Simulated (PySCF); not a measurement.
PySCF input:

```python
from pyscf import gto, scf, dft

mol = gto.M(
    atom='''
    C    -0.00010414    0.00182433    0.37345697
    H    -0.00040982    0.00717911    1.46962680
    C     0.00527279    1.45451781   -0.10275072
    H     0.00576684    1.50170122   -1.19558193
    H    -0.87616957    1.99250991    0.25267727
    H     0.89035934    1.98614304    0.25320099
    C     1.25747259   -0.73250124   -0.09171798
    H     1.30316732   -0.76426270   -1.18415093
    H     2.16244952   -0.23561540    0.26440899
    H     1.27366904   -1.76227269    0.27161884
    C    -1.26266536   -0.72341823   -0.09246512
    H    -1.30794011   -0.75485182   -1.18492504
    H    -1.28649968   -1.75304541    0.27085983
    H    -2.16424811   -0.22002124    0.26312626
    ''',
    basis='def2-tzvpd',
    charge=0,
    spin=0,
    verbose=4,
)

mf = scf.RHF(mol).density_fit(auxbasis='def2-universal-jkfit')
mf.conv_tol = 1e-9
mf.max_cycle = 100
mf.max_memory = 1500
mf.kernel()
if not mf.converged:
    mf = mf.newton()
    mf.kernel(mf.make_rdm1())
mf.analyze()
```

Question: What final total energy does it print?

Answer: -157.35699 Eh (HF/def2-TZVPD).
